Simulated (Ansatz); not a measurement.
Process, species as SMILES: N#N (N2) + H+ → N#[NH+]
B3LYP-D3(BJ)/def2-TZVP geometries, fixed; electronic energies without zero-point terms; positive where energy is released.
Largest species:
```xyz
3

N      0.0000     0.0000    -0.4376
N      0.0000     0.0000     0.6484
H      0.0000     0.0000    -1.4756
```
Charge +1, spin multiplicity 1.

Core correlation in the proton affinity at MP2 with Ansatz (a program for electronic structure), in kcal/mol: frozen core against all electrons. Core-valence sets carry the plain set on hydrogen.

| basis | functions, most | frozen core | all electrons | core term (second minus first) |
|---|---|---|---|---|
| cc-pVDZ | 33 | 124.96 | 125.13 | 0.16 |
| cc-pCVDZ | 41 | 124.60 | 124.72 | 0.12 |
| cc-pVTZ | 74 | 123.15 | 124.37 | 1.22 |
| cc-pCVTZ | 100 | 122.95 | 123.00 | 0.06 |
| cc-pwCVTZ | 100 | 122.88 | 122.92 | 0.04 |
| cc-pVQZ | 140 | 122.20 | 122.66 | 0.46 |
| cc-pwCVQZ | 198 | 122.03 | 122.07 | 0.03 |
| cc-pCVQZ | 198 | 122.07 | 122.11 | 0.04 |

The largest core-valence set, cc-pCVQZ, gives a core term of 0.04 kcal/mol; the valence set cc-pVQZ, which lacks functions for the core, gives 0.46.
